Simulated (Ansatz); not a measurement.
Consider the substitution at a C–C bond: `CCOCF` + H₂S → `FCOCS` + CH₄.

Isolated molecules relaxed with PBE0-D4/def2-TZVP in Ansatz; ΔE leaves out vibrations. CCSD(T)/CBS adds triple-zeta CCSD(T) − MP2 to the extrapolated MP2 energy (def2 sets, frozen cores). This one scheme is used for every species. DFT in def2-TZVPP. B3LYP here is the variant with VWN-RPA as its local correlation; programs differ in this. HSE06 is defined as in plane-wave codes. One conformer a species, not always the lowest.

`CCOCF`:

Cartesian coordinates in Å:
```
C 0.467 -1.703 0.327
C -0.179 -0.346 0.414
O 0.358 0.473 -0.616
C -0.226 1.699 -0.719
F 0.117 2.513 0.346
H 1.548 -1.621 0.457
H 0.271 -2.165 -0.643
H 0.075 -2.356 1.109
H 0.011 0.117 1.388
H -1.268 -0.419 0.283
H -1.323 1.637 -0.716
H 0.150 2.170 -1.629
```

H₂S:

Cartesian coordinates in Å:
```
S 0.282 0.507 0.218
H 0.123 -0.014 -1.008
H -0.405 -0.493 0.790
```

`FCOCS`:

Z-matrix (Å, degrees):
```
C
O 1 1.367
F 1 1.382 2 111.3
H 1 1.099 2 112.0 3 -119.0
H 1 1.091 2 107.4 3 117.9
C 2 1.414 1 113.7 3 70.5
S 6 1.788 2 111.0 1 169.1
H 6 1.097 2 110.2 1 52.1
H 6 1.091 2 110.6 1 -68.2
H 7 1.342 6 96.4 2 74.9
```

CH₄:

Cartesian coordinates in Å:
```
C 0.000 0.000 0.000
H -0.251 -0.597 -0.877
H 0.262 -0.661 0.826
H -0.858 0.610 0.281
H 0.846 0.647 -0.231
```

```tsv
level	ΔE (kcal/mol)	difference from CCSD(T)/CBS
revPBE-D4	1.5	-1.9
r2SCAN-D4	2.5	-0.9
B97M-V	2.9	-0.5
B3LYP-D4	2.6	-0.8
r2SCANh-D4	2.7	-0.7
ωB97X-V	3.2	-0.2
PBE-QIDH	3.3	-0.1
PBE	2.0	-1.4
BLYP	2.1	-1.3
HSE06	2.9	-0.5
BHLYP	3.9	0.5
HF/def2-TZVPP	4.9	1.5
MP2/def2-TZVPP	3.1	-0.3
CCSD(T)/def2-TZVPP	3.8	0.4
SCS-MP2/def2-QZVPP	3.2	-0.2
CCSD/CBS(def2)	3.9	0.5
CCSD(T)/CBS	3.4	0
```

Largest T1 diagnostic among the species: 0.012.

In def2-TZVPP, CCSD(T) changes the Hartree–Fock value by −1.1 kcal/mol (the triples alone add −0.6 kcal/mol) and MP2 by −1.8 kcal/mol. Leaving LDA and LC-ωPBE aside and taking each functional with its dispersion term where it has one, the values, not all of them listed here, spread over 2.0 kcal/mol, from revPBE-D4 to BHLYP-D4. LDA lies +1.1 kcal/mol from PBE without D4.
